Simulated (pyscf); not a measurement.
Single points on ωB97X-D3(BJ)/def2-SVP structures (PySCF, gas phase).

Q: Estimate by transition-state theory the rate constant of `[CH4]` + `[CH3][Ga]([NH2])[NH2]` → `[CH3][Ga]([CH3])[NH2]` + `[NH3]` (singlet surface; C–H, Ga–N broken, C–Ga, H–N formed) at 1200 K, with ωB97M-D3(BJ)/def2-TZVP energies (ideal gas, 1 atm, RRHO with modes under 100 cm⁻¹ raised to 100, one conformer, R ln 2 for chiral ones without a mode under 150 cm⁻¹; no tunnelling).

A: The electronic barrier is 36.2 kcal/mol and the thermal terms add +39.0, so ΔG‡ = 75.1 kcal/mol. With k_BT/h = 2.50e+13 s⁻¹ and RT = 2.385 kcal/mol, and a volume of 1.64e-19 cm³ per molecule at 1 atm, k = 8.5e-20 cm³ molecule⁻¹ s⁻¹. Wigner's tunnelling factor for 1559i cm⁻¹ would be 1.15. A shift of 1 kcal/mol in the barrier changes k by a factor 1.5. On the product side the descent ends in an adduct with a Ga–N contact, 17.7 kcal/mol under the separated species and 40.6 kcal/mol under the saddle at ωB97X-D3(BJ)/def2-TZVP. What is counted as broken (Ga–N) persists as a longer contact in the product adduct; parting that adduct is a step of its own. One saddle was located; it need not be the lowest between these sides. Elements up to Kr have no core potential and no relativistic terms here.
